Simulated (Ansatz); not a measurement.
Ideal-gas functions of `ClCCCl` at 600 K and 1 bar, from an Ansatz frequency run at PBE0-D4/def2-TZVP.

Molar mass 98.96 g/mol, point group C2 (symmetry number 2), electronic degeneracy 1, moments of inertia 50.206, 226.842, 260.798 u Å². Harmonic wavenumbers (cm⁻¹, unscaled): 115, 262, 414, 687, 708, 900, 961, 1061, 1164, 1232, 1315, 1340, 1462, 1464, 3087, 3094, 3149, 3163.

Use S(trans) = R[1.5 ln M + 2.5 ln T − 1.1517]; rotational temperatures θ = 24.2544 K / I; S(rot) = R[ln(√π/σ · √(T³/θAθBθC)) + 1.5]; for each mode x = 1.438777 ν̃/T, S = R[x/(eˣ − 1) − ln(1 − e⁻ˣ)] and H = RT x/(eˣ − 1); 1 cm⁻¹ = 0.0119627 kJ/mol; R = 8.31446 J/(mol·K).

By hand: the entropy, in J/(mol·K).

Translation 180.7. Rotation: θ = 0.4831, 0.1069, 0.093 K, giving 113.4. Vibration, mode by mode: 19.05, 12.31, 8.71, 5.04, 4.85, 3.36, 3.00, 2.48, 2.04, 1.80, 1.53, 1.46, 1.16, 1.15, 0.04, 0.04, 0.04, 0.04, in all 68.1. Electronic 0.0. Sum 362.2 J/(mol·K).

By hand: H − E and G − E in kJ/mol, counted from the electronic energy.

Zero-point energy ½ × 25578 × 0.0119627 = 153.0; thermal vibration 22.7; translation, rotation and pV give 4 RT = 20.0. H − E = 195.7 kJ/mol, and G − E = 195.7 − 600 × 362.2/1000 = -21.6 kJ/mol.

Vibration gives 19 % of the entropy, 19.1 J/(mol·K) of it from the mode under 150 cm⁻¹: soft modes count most, and the harmonic formula is weakest for them. The sum counts one conformer and one mirror image; others add a mixing term.
